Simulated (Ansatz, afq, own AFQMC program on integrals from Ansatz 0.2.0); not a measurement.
## AFQMC, coupled cluster and functionals along a coordinate of HBr + Br, doublet

```tsv
atom	x (Å)	y (Å)	z (Å)
Br	0.0000	0.0000	-1.7302
H	0.0000	0.0000	-0.3096
Br	0.0000	0.0000	2.0398
```

A hydrogen atom is moved from one rigid fragment to the other; the Br1–H2 distance tells how far. The two fragments are held close together, so this isn't a minimum-energy path and the start is a compressed complex. Energies in eV count from this geometry (1.421 Å) at the same level; the start stands on UHF, each point on the determinant named.

Basis cc-pVTZ. Only valence electrons are correlated. Integrals, coupled cluster, full CI and functionals: Ansatz 0.2.0; the random walks run on the same integrals in our own AFQMC program. The CISD trial takes its coefficients from CCSD amplitudes. Released means that phaseless walkers are propagated on without the constraint, phases kept. Error bars are statistical, one sigma. No spin–orbit coupling.

Cautions, each for one point or more: inner d shell frozen; no relativity below Rb; no spin-orbit coupling; unrestricted determinant spin contaminated.

```csv
r(Br1–H2) / Å,det.,T1,weight,⟨S²⟩,CCSD,r2SCAN,CCSD(T)
1.655,UHF,0.009,0.86,0.76,0.509,0.266,0.482
1.772,UHF†,0.023,0.84,0.88,0.857,–,0.805
1.889,UHF†,0.026,0.83,0.93,0.989,–,0.927
2.006,UHF†,0.022,0.84,0.87,0.839,–,0.788
2.240,UHF,0.007,0.86,0.76,0.143,0.062,0.132
```

Question: Estimate the curve of CCSDT(Q), counted from the same start.

Answer: 
```tsv
r(Br1–H2) / Å	det.	T1	weight	⟨S²⟩	CCSDT(Q)	ph-AFQMC/CISD	released AFQMC
1.655	UHF	0.009	0.86	0.76	0.477	0.486 ± 0.007	0.476 ± 0.009*
1.772	UHF†	0.023	0.84	0.88	0.787	0.796 ± 0.008	0.792 ± 0.010
1.889	UHF†	0.026	0.83	0.93	0.903	0.921 ± 0.008	–
2.006	UHF†	0.022	0.84	0.87	0.771	0.788 ± 0.007	–
2.240	UHF	0.007	0.86	0.76	0.130	0.124 ± 0.008	0.140 ± 0.008*
```

Weight is that of the determinant in the CISD state; at the start T1 is 0.007 and the weight 0.86, and ⟨S²⟩ is 0.76. An asterisk marks released energies that aren't shown to be converged. A dagger marks points whose determinant fills other symmetries than the start's, so the wave-function levels may follow another state there, or a degenerate partner. A dash marks a missing value, a released energy that hasn't settled or a functional that sits on another state. Largest departures from CCSDT(Q), at the points where its series has closed: CCSD(T) 0.018 eV at 1.772 (on UHF), ph-AFQMC/CISD 0.018 eV at 2.006 (on UHF), CCSD 0.070 eV at 1.772 (on UHF), r2SCAN -0.211 eV at 1.655. Functionals count only at points shown to share the start's state and spin.

A walk keeps the symmetry of its determinant, which the program's search chose and which needn't be the lowest solution, so a lower state of the same spin and another symmetry isn't excluded.
